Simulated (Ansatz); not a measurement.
# Al₂H (doublet): from Hartree-Fock to the top rungs at distance Al1–Al2 = 3.331 Å, 6-31G

How much of the correlation energy of Al₂H (doublet) does each wave-function method recover here?

Program: Ansatz 0.2.0, Gaussian basis. Level of theory: 6-31G, core rule «outside noble gas», up to 10 orbitals frozen. These are calculated values, not measurements.

The runs, in order: UHF; CCSD(T) on ROHF; CCSD(T) on UHF; BCCD(T) on ROHF; CISD; CCSDT(Q) on ROHF; CCSDT(Q) on UHF; CISDTQ; CCSDTQ on ROHF; CCSDTQ on UHF; CASSCF and MRCISD+Q, 3 electrons in 3 orbitals; CASSCF and NEVPT2, 3 electrons in 3 orbitals; CASSCF and MRCISD+Q, 7 electrons in 9 orbitals; CASSCF and NEVPT2, 7 electrons in 9 orbitals; Full CI.

17 further runs of the same task are left out: 13 that didn't finish, 4 set aside as unsound or not needed.

## (1) What is computed

The geometry derives from a PBE0/def2-TZVP stationary point (not a proven minimum). One bond is set to the value named and the two fragments are kept rigid.

3 atoms, charge 0, spin multiplicity 2.

Atoms are counted from 1 here; the program's logs count them from 0.

Bond lengths: Al1–H3 1.619 Å.

## (2) UHF

Input file in.yaml:

```yaml
crystal:
  periodic: [false, false, false]
  atoms:
    - {symbol: Al, position_ang: [0.000000, 0.000000, 0.570590]}
    - {symbol: Al, position_ang: [0.000000, 0.000000, -2.760410]}
    - {symbol: H, position_ang: [0.000000, 0.000000, 2.189820]}
basis:
  gaussian: {orbitals: 6-31G}
magnetization: {spin_polarized: true, initial_magnetization: 1}
hamiltonian: {xc: hf}
output: {orbitals: {seedname: orbitals}}
```

Launch:

```console
$ ansatz run in.yaml --threads 1 --pin off --events-out ev --progress --plain --max-ram 2393MiB
```

After this run come: CCSD(T) on ROHF; CCSD(T) on UHF; BCCD(T) on ROHF; CISD; CCSDT(Q) on ROHF; CCSDT(Q) on UHF; CISDTQ; CCSDTQ on ROHF; CCSDTQ on UHF; CASSCF and MRCISD+Q, 3 electrons in 3 orbitals; CASSCF and NEVPT2, 3 electrons in 3 orbitals; CASSCF and MRCISD+Q, 7 electrons in 9 orbitals; CASSCF and NEVPT2, 7 electrons in 9 orbitals; Full CI.

Q: Predict the results of all the runs planned. Wanted: FCI below the RHF energy; RMP2 from FCI; UMP2 from FCI; RCCSD from FCI; RCCSD(T) from FCI; UCCSD(T) from FCI; RCCSDT(Q) from FCI; UCCSDT(Q) from FCI; NEVPT2 pair from FCI.

The runs gave:

```
                         quantity                                                                                                                          value
         FCI below the RHF energy                                                                                                                     -2.2903 eV
                    RMP2 from FCI                                                                                                                   +87.8 kJ/mol
                    UMP2 from FCI                                                                                                                   +87.8 kJ/mol
                   RCCSD from FCI                                                                                                                    +7.7 kJ/mol
                RCCSD(T) from FCI                                                                                                                    +3.3 kJ/mol
                UCCSD(T) from FCI                                                                                                                    +3.4 kJ/mol
               RCCSDT(Q) from FCI                                                                                                                    +0.1 kJ/mol
               UCCSDT(Q) from FCI                                                                                                                    +0.1 kJ/mol
             NEVPT2 pair from FCI                                                                                                                   +81.4 kJ/mol
           MRCISD+Q pair from FCI                                                                                                                    -4.5 kJ/mol
          NEVPT2 valence from FCI                                                                                                                   +17.2 kJ/mol
levels within 1 kcal/mol (43 meV)  RCCSD(T), UCCSD(T), BCCD(T), RCCSDT, UCCSDT, CISDTQ, RCCSDT(Q), UCCSDT(Q), RCCSDTQ, UCCSDTQ, MRCISD valence, MRCISD+Q valence
                    T1 diagnostic                                                                                                                          0.065
   effectively unpaired electrons                                                                                                                           1.15
```

What this shows: RCCSD(T) misses by +3.3 kJ/mol, 1.5 % of the correlation energy. MRCISD+Q pair falls below full CI: the +Q correction isn't variational, and the cores differ from full CI's. The occupations are near whole numbers, but T1 = 0.065 shows that the orbitals relax strongly. Of the multireference levels listed MRCISD+Q valence comes nearest in total energy (+0.6 kJ/mol), which doesn't show that its space is the better one. These misses are within one basis, not against nature; the frozen cores of restricted and unrestricted runs differ, which can shift their rows.
